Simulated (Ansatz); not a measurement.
# NO: the cost of one run

All numbers are computed with Ansatz 0.2.0, driven from Python. The levels of theory stand in the script.

**1. Starting point**

Bond lengths: N1–O2 1.355 Å.

No structure file is read: the coordinates are typed or built in the script.

**2. The code**

The input, cas_no.py:

```python
'''Active-space calculation on NO(+).'''

import ansatz

SETTINGS = {
    'basis_set': 'cc-pVDZ',
    'net_charge': 1,
}

GEOMETRY = '''
N     0.00000    0.00000    0.00000
O     0.00000    0.00000    1.35500
'''


def main() -> None:
    molecule = ansatz.Crystal.molecule()
    for line in GEOMETRY.strip().splitlines():
        symbol, *xyz = line.split()
        molecule = molecule.atom(symbol, [float(v) for v in xyz])

    base = (
        molecule.calculation()
        .basis(gaussian=SETTINGS['basis_set'])
        .charge(SETTINGS['net_charge'])
        .correlation(active_electrons=6, active_orbitals=7)
    )
    for method in [None, 'sc_nevpt2']:
        r = (base if method is None else base.correlation(method)).run(threads=1, pin='off').report
        space = r['configurations']
        state = space['states'][0]
        print(method or 'casscf', f'total {r["free_energy_ev"] / 27.211386246:.6f} Ha, active-space state {state["energy"]["hartree"]:.6f} Ha, mean field {r["reference_energy_ev"] / 27.211386246:.6f} Ha')
        print('  determinants', state['n_determinants'], ' natural occupations', [round(n, 3) for n in space['natural_occupations']])


if __name__ == '__main__':
    main()
```

**3. What the engine is handed**

The package turns the script's settings into the engine's input (first run):

```yaml
crystal:
  periodic: [false, false, false]
  atoms:
    - { symbol: "N", position_ang: [0.0, 0.0, 0.0] }
    - { symbol: O, position_ang: [0.0, 0.0, 1.355] }
basis:
  gaussian:
    orbitals: cc-pVDZ
total_charge: 1.0
correlation:
  active_space:
    window:
      electrons: 6
      orbitals: 7
```

**4. The run**

Launch:

```console
$ python cas_no.py
```

**Question.** How long does this script take on 1 thread of Arm Neoverse V1, shared host, and how much memory does it need?

About 11 s, with a peak of 0.15 GiB.
